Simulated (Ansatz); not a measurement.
A made-up structure of CH$_{4}$BN, closed shell:

```
7
angstrom
B 0.8593 -1.0891 0.2981
C 0.3433 0.0797 0.3113
N -0.8971 0.3632 -0.5999
H -1.2597 -0.3948 -1.1782
H -1.3313 1.2860 -0.6137
H 0.7607 0.8722 0.9493
H 1.7593 -1.1559 1.0109
```

It is relaxed with PBE-D4/def2-SVP and then PBE0-D4/def2-TZVP (Ansatz 0.2.0). Atoms count as bonded within 1.22 times the sum of their covalent radii (H–H: 0.88 Å). The end point is not checked to be a true minimum.

Task: Does its bonding change? (Judge from chemistry; the calculation decides.)

Result: By the calculation: No: no bond forms or breaks.

Where it ends: The first stage lowers the energy by 2.96 eV in 13 steps. It ends as CH₄BN ([BH][CH][NH2]):
| atom | x (Å) | y (Å) | z (Å) |
| --- | --- | --- | --- |
| B1 | 1.0368 | -0.8649 | 0.5763 |
| C2 | 0.2356 | 0.1999 | 0.1952 |
| N3 | -0.7506 | 0.4839 | -0.7612 |
| H4 | -1.1685 | -0.3447 | -1.1564 |
| H5 | -1.4791 | 1.0851 | -0.4042 |
| H6 | 0.5575 | 1.0741 | 0.7771 |
| H7 | 1.8028 | -1.6721 | 0.9510 |

Labels in which every atom is bracketed show which atoms are joined, not bond orders.

For scale, one of the runs: PBE0-D4/def2-TZVP relaxation, 117 basis functions, launched by `ansatz run in.yaml --threads 2 --pin off --events-out ev --progress --plain --max-ram 4352MiB`. The run took about 14 s on 2 CPU threads of an Arm Neoverse V2 (shared host).
